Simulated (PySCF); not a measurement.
An unknown shows these calculated signals:

¹H NMR (400 MHz, computed): δ 4.91 (d, J = 53.6 Hz, 2H).

¹³C{¹H} NMR (computed): δ 111.3 (C, d, J = 23.3 Hz), 69.0 (CH2, d, J = 258.2 Hz).

PySCF 2.14.0 with density-fitted response routines calculation with structure optimised with PBE0-D3(BJ)/def2-SVP, J: B3LYP/pcJ-1 and σ from GIAO-KT3/pcSseg-2; no solvent model, rapidly exchanging positions averaged, one conformer, non-relativistic.

δ = σ(ref) − σ, references computed at the same level: ¹H (σ = 31.35 ppm), ¹³C (σ = 181.31 ppm) vs TMS.

Which of these does the molecule contain: a Si–H bond, a nitrile, an S-methyl group, a (CH3)2CH unit?

Results:


- A Si–H bond: no.
- A nitrile: yes (δC 111.3).
- An S-methyl group: no.
- A (CH3)2CH unit: no.

The data belong to SMILES N#CCF, C₂H₂FN; they needn't prove each group on their own.

Carbon signals by region: 1 in the sp2 and nitrile region (100–160 ppm), 1 at 50–100 ppm.

Common functionals overestimate the size of one-bond C–F couplings by tens of Hz; these are unscaled. Multiplet labels drop couplings under 1 Hz and merge nearly equal ones. Shifts are as computed, not scaled to solution data. Of 1211 compounds with measured shifts, 218 miss one by over three times the rms of a fit or turn the order of signals round; such compounds aren't used in these exercises.
